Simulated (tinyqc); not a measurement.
Worked calculation: UHF in the sto-3g basis, for OH+, spin multiplicity 3. One step of it, computed by the program tinyqc.

Question. Iteration 1: building the Fock matrix. J_ij = sum D_kl (ij|kl) with D = D(alpha) + D(beta), K_ij = sum D_kl (ik|jl) for each spin; F = H + J - K(s); E = tr D H + tr D J / 2 - 0.5 sum_s tr D(s) K(s) + E_nn.

D(alpha) at the start, order 1O 1s, 1O 2s, 1O 2px, 1O 2py, 1O 2pz, 2H 1s:
```
[[0.979315, -0.511633, -0.068547, -0.145910, -0.016972, 0.084746],
 [-0.511633, 1.327538, -0.145333, -0.309358, 0.581779, -1.249883],
 [-0.068547, -0.145333, 0.946747, -0.113356, 0.029945, -0.033969],
 [-0.145910, -0.309358, -0.113356, 0.758710, 0.063741, -0.072307],
 [-0.016972, 0.581779, 0.029945, 0.063741, 1.359293, -0.851302],
 [0.084746, -1.249883, -0.033969, -0.072307, -0.851302, 1.992528]]
```

D(beta) at the start, order 1O 1s, 1O 2s, 1O 2px, 1O 2py, 1O 2pz, 2H 1s:
```
[[0.882256, -0.207673, -0.044843, -0.325740, -0.004130, -0.151413],
 [-0.207673, 0.185910, -0.290078, 0.067493, 0.201016, -0.007586],
 [-0.044843, -0.290078, 0.914751, -0.138688, -0.099762, 0.210551],
 [-0.325740, 0.067493, -0.138688, 0.242523, -0.246936, -0.016115],
 [-0.004130, 0.201016, -0.099762, -0.246936, 0.746280, 0.082367],
 [-0.151413, -0.007586, 0.210551, -0.016115, 0.082367, 0.085759]]
```

core Hamiltonian H = T + V (hartree), order 1O 1s, 1O 2s, 1O 2px, 1O 2py, 1O 2pz, 2H 1s:
```
[[-32.250522, -7.501461, 0.000000, 0.000000, -0.020498, -2.305880],
 [-7.501461, -8.861162, 0.000000, 0.000000, -0.226409, -4.315463],
 [0.000000, 0.000000, -7.012474, 0.000000, 0.000000, 0.000000],
 [0.000000, 0.000000, 0.000000, -7.012474, 0.000000, 0.000000],
 [-0.020498, -0.226409, 0.000000, 0.000000, -7.179034, -2.823170],
 [-2.305880, -4.315463, 0.000000, 0.000000, -2.823170, -5.248145]]
```

Two-electron integrals (ij|kl) in chemists' order, unique and non-zero (hartree):
```
(11|11) 4.785065   (21|11) 0.741380   (21|21) 0.136873   (22|11) 1.118947
(22|21) 0.256633   (22|22) 0.817206   (31|31) 0.024477   (32|31) 0.037809
(32|32) 0.180518   (33|11) 1.115814   (33|21) 0.256684   (33|22) 0.817023
(33|33) 0.880159   (41|41) 0.024477   (42|41) 0.037809   (42|42) 0.180518
(43|43) 0.047444   (44|11) 1.115814   (44|21) 0.256684   (44|22) 0.817023
(44|33) 0.785270   (44|44) 0.880159   (51|51) 0.024477   (52|51) 0.037809
(52|52) 0.180518   (53|53) 0.047444   (54|54) 0.047444   (55|11) 1.115814
(55|21) 0.256684   (55|22) 0.817023   (55|33) 0.785270   (55|44) 0.785270
(55|55) 0.880159   (61|11) 0.230694   (61|21) 0.042160   (61|22) 0.078308
(61|33) 0.078167   (61|44) 0.078167   (61|51) 0.001883   (61|52) 0.003502
(61|55) 0.078598   (61|61) 0.013147   (62|11) 0.496843   (62|21) 0.115096
(62|22) 0.398355   (62|33) 0.392193   (62|44) 0.392193   (62|51) 0.008437
(62|52) 0.061171   (62|55) 0.410324   (62|61) 0.035969   (62|62) 0.229492
(63|31) 0.012801   (63|32) 0.071692   (63|53) 0.013085   (63|63) 0.034989
(64|41) 0.012801   (64|42) 0.071692   (64|54) 0.013085   (64|64) 0.034989
(65|11) 0.328942   (65|21) 0.077287   (65|22) 0.285898   (65|33) 0.272594
(65|44) 0.272594   (65|51) 0.017886   (65|52) 0.114212   (65|55) 0.312203
(65|61) 0.025354   (65|62) 0.200162   (65|65) 0.208016   (66|11) 0.596330
(66|21) 0.140335   (66|22) 0.549785   (66|33) 0.527635   (66|44) 0.527635
(66|51) 0.014804   (66|52) 0.141082   (66|55) 0.593474   (66|61) 0.044365
(66|62) 0.377753   (66|65) 0.377364   (66|66) 0.774606
```

nuclear repulsion = 5.08213408 hartree

Give: Coulomb J; exchange K(alpha); exchange K(beta); F(alpha); F(beta); total energy of this density.

Answer.

Coulomb J (hartree), order 1O 1s, 1O 2s, 1O 2px, 1O 2py, 1O 2pz, 2H 1s:
```
[[14.5315, 2.7246, -0.0340, -0.0436, 0.0400, 0.8430],
 [2.7246, 6.7005, -0.1405, -0.1357, 0.2443, 3.3396],
 [-0.0340, -0.1405, 6.7031, -0.0239, -0.0020, -0.0548],
 [-0.0436, -0.1357, -0.0239, 6.6215, -0.0197, -0.0577],
 [0.0400, 0.2443, -0.0020, -0.0197, 6.7565, 2.5072],
 [0.8430, 3.3396, -0.0548, -0.0577, 2.5072, 4.7942]]
```

exchange K(alpha) (hartree), order 1O 1s, 1O 2s, 1O 2px, 1O 2py, 1O 2pz, 2H 1s:
```
[[4.1409, 0.4055, -0.1241, -0.2641, 0.0474, 0.0789],
 [0.4055, 0.8864, -0.1809, -0.3851, 0.1011, 0.4523],
 [-0.1241, -0.1809, 1.0291, -0.0944, 0.0152, -0.0842],
 [-0.2641, -0.3851, -0.0944, 0.8725, 0.0324, -0.1793],
 [0.0474, 0.1011, 0.0152, 0.0324, 1.1027, 0.4736],
 [0.0789, 0.4523, -0.0842, -0.1793, 0.4736, 0.8193]]
```

exchange K(beta) (hartree), order 1O 1s, 1O 2s, 1O 2px, 1O 2py, 1O 2pz, 2H 1s:
```
[[3.9167, 0.4340, -0.1174, -0.3530, 0.0139, 0.0705],
 [0.4340, 0.4986, -0.2049, -0.0361, 0.2441, 0.3366],
 [-0.1174, -0.2049, 0.8917, -0.1155, -0.0229, -0.0487],
 [-0.3530, -0.0361, -0.1155, 0.3319, -0.2102, -0.0779],
 [0.0139, 0.2441, -0.0229, -0.2102, 0.8133, 0.4534],
 [0.0705, 0.3366, -0.0487, -0.0779, 0.4534, 0.4247]]
```

F(alpha) (hartree), order 1O 1s, 1O 2s, 1O 2px, 1O 2py, 1O 2pz, 2H 1s:
```
[[-21.8599, -5.1824, 0.0901, 0.2204, -0.0280, -1.5417],
 [-5.1824, -3.0471, 0.0405, 0.2494, -0.0832, -1.4282],
 [0.0901, 0.0405, -1.3385, 0.0705, -0.0172, 0.0294],
 [0.2204, 0.2494, 0.0705, -1.2635, -0.0521, 0.1215],
 [-0.0280, -0.0832, -0.0172, -0.0521, -1.5252, -0.7896],
 [-1.5417, -1.4282, 0.0294, 0.1215, -0.7896, -1.2733]]
```

F(beta) (hartree), order 1O 1s, 1O 2s, 1O 2px, 1O 2py, 1O 2pz, 2H 1s:
```
[[-21.6357, -5.2108, 0.0835, 0.3094, 0.0055, -1.5334],
 [-5.2108, -2.6593, 0.0644, -0.0996, -0.2262, -1.3124],
 [0.0835, 0.0644, -1.2010, 0.0916, 0.0209, -0.0061],
 [0.3094, -0.0996, 0.0916, -0.7229, 0.1905, 0.0202],
 [0.0055, -0.2262, 0.0209, 0.1905, -1.2358, -0.7694],
 [-1.5334, -1.3124, -0.0061, 0.0202, -0.7694, -0.8787]]
```

total energy of this density = -62.982877 hartree
